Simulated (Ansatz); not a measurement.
System: rock-salt BaTe. Method: PBE-D3(BJ) (Ansatz, a quantum-chemistry and plane-wave program, PAW).

Run with plane-wave cutoff 520 eV, 8×8×8 k mesh, Fermi–Dirac smearing 0.01 eV, scalar-relativistic PAW data made under PBE.

The cell is scaled about its equilibrium volume:

```
V (Å³/atom)  P (GPa)  direct gap at Γ (eV)  smallest gap on the k mesh (eV)
-----------  -------  --------------------  -------------------------------
39.757          2.22                 2.966                            1.435
40.603          1.40                 2.981                            1.484
41.449          0.66                 2.994                            1.531
42.294          0.00                 3.005                            1.574
43.140         -0.59                 2.957                            1.614
43.986         -1.13                 2.879                            1.651
44.832         -1.61                 2.804                            1.686
```

The fundamental gap (1.57 eV at the equilibrium volume, with added k points) lies elsewhere than Γ–Γ.

Spin–orbit coupling is not included; with these elements it can move the gap by several tenths of an eV or more.
